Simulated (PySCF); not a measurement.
**How good is the calculation?**

Geometry (Å), atoms numbered from 1 in this order:
```xyz
18

C     2.114    0.155    0.092
C     0.661    0.075    0.517
C    -0.220    1.213   -0.051
C    -1.512    0.552   -0.563
C    -1.519   -0.836    0.075
C    -0.045   -1.212    0.080
H     2.580    1.083    0.433
H     2.198    0.122   -0.999
H     2.697   -0.678    0.496
H     0.620    0.120    1.611
H    -0.434    1.956    0.720
H     0.300    1.741   -0.855
H    -1.474    0.448   -1.651
H    -2.406    1.134   -0.331
H    -1.888   -0.775    1.105
H    -2.152   -1.550   -0.457
H     0.272   -1.475   -0.937
H     0.190   -2.062    0.724
```

The experiment to reproduce: δ 13C C2 34.8; C3/C6 34.8; C4/C5 25.4 ppm (measured; solution, not stated per compound (mostly CDCl3 or CCl4); Pretsch, Buehlmann, Badertscher, Structure Determination of Organic Compounds, 4th ed. (2009)).

- σ from GIAO-B97-2/pcSseg-2
- PBE0-D3(BJ)/def2-TZVP geometry
- run in PySCF
- non-relativistic Hamiltonian, averaged over atoms made equivalent by symmetry, fast rotation or ring inversion, gas phase, one conformer

Problem. Set the calculated values beside the experiment.

Solution. 
Reference values: measured (solution, not stated per compound (mostly CDCl3 or CCl4); Pretsch, Buehlmann, Badertscher, Structure Determination of Organic Compounds, 4th ed. (2009)).
```csv
atoms,quantity,reference,computed,"computed, scaled"
C2,δ 13C,34.8,39.1,35.6
C3/C6,δ 13C,34.8,38.3,34.9
C4/C5,δ 13C,25.4,31.7,28.5
```

Computed shifts are σ(ref) − σ with the named reference compound (TMS for H and C) calculated as an isolated molecule at the same level. The measured values may be among those fitted. Shieldings were converted by linear fits to measured shifts (mostly CDCl3, TMS scale, for H and C): 13C (scatter 2.0 ppm rms, 2.1 ppm with the 3 outliers that the fit left out). Occasional misses reach two or three times the rms, and more in compound classes unlike the fitted ones.

Problem. How far are the unscaled 13C shifts from the references?

Solution. Mean signed difference +4.70 ppm, mean absolute 4.70 ppm over 3 comparisons; the largest is +6.3 ppm at C4/C5 (sp3 CH2 in a ring).
